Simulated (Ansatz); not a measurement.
The input, for Ansatz 0.2.0:

```yaml
crystal:
  periodic: [false, false, false]
  atoms:
    - {symbol: Si, position_ang: [0.000000, 0.000000, 0.000000]}
    - {symbol: F, position_ang: [0.000000, 0.000000, 2.515000]}
basis:
  gaussian: {orbitals: 6-31G}
total_charge: 1
magnetization: {spin_polarized: false}
correlation: {method: ccsdtq, electrons: outside_noble_gas}
```

```sh
$ ansatz run in.yaml --threads 1 --pin off --events-out ev --progress --plain --max-ram 2393MiB
```

The program prints:

```
381 factors; integrals over basis functions are off by at most 2.9e-8 eV
mean field evaluation 1: about -10542.6697 eV, gradient 7.6e1 eV
mean field evaluation 2: about -10542.6805 eV, gradient 7.5e1 eV
mean field evaluation 4: about -10550.3857 eV, gradient 3.4e1 eV
mean field evaluation 8: about -10554.0320 eV, gradient 3.7e-1 eV
mean field evaluation 16: about -10554.0339 eV, gradient 1.7e-6 eV
mean field evaluation 32: about -10540.9527 eV, gradient 1.2e-2 eV
mean field evaluation 64: about -10540.6482 eV, gradient 3.9e0 eV
mean field evaluation 96: about -10543.7077 eV, gradient 3.1e0 eV
mean field -10554.03388770 eV, -387.8535915917 hartree, gradient 1.8e-6 eV, S^2 0.000000; 0 other end points of the search recorded, 0 dependent functions left out; unrestricted orbitals would lower it
unrestricted determinant -10555.58249557 eV, -387.9105018814 hartree, S^2 0.8441
6 core orbitals not correlated: weight in the atoms' cores, before any rotation towards them, 1.000 or more for the frozen orbitals, at most 0.000 for the correlated occupied ones
reference -10554.03388770 eV, -387.8535915917 hartree; 5, 5 occupied and 11, 11 virtual orbitals, 381 factors
second order -5.33951248 eV of doubles, -0.00000000 eV of singles
cycle   1  -4.97287069 eV  change    1.5e-1 eV  update   1.9e-1
cycle   2  -5.45700873 eV  change   -4.8e-1 eV  update   1.8e-1
...
cycle  54  -6.12563399 eV  change   -2.6e-6 eV  update   7.0e-6
cycle  55  -6.12563686 eV  change   -2.9e-6 eV  update   1.6e-6
cycle  56  -6.12563870 eV  change   -1.8e-6 eV  update   2.3e-6
cycle  57  -6.12563846 eV  change    2.5e-7 eV  update   1.4e-6
cycle  58  -6.12563802 eV  change    4.4e-7 eV  update   2.6e-7
cycle  59  -6.12563792 eV  change    9.7e-8 eV  update   3.5e-7
cycle  60  -6.12563770 eV  change    2.2e-7 eV  update   1.1e-7
cycle  61  -6.12563755 eV  change    1.5e-7 eV  update   1.0e-7
cycle   1  -6.12563763 eV  update   1.9e-7
cycle   2  -6.12563755 eV  change    7.5e-8 eV  update   2.3e-7
WARN: these amplitudes may be one of several solutions (largest doubles amplitude 0.27, level shift 1.15 eV)
Total energy: -10560.15952525 eV, -388.0787046197 hartree
```

The T1 diagnostic is 0.089.

For the same geometry and basis full CI lies 3.9 meV higher. The program flagged this run's energy as in doubt. RHF is unstable: UHF (⟨S²⟩ = 0.99) lies 1.63 eV below the lowest RHF solution. Higher spins weren't run at this geometry and may lie near or lower.

Ran on 1 thread of Arm Neoverse V2, shared host: 14 s wall, 0.15 GiB peak host memory.
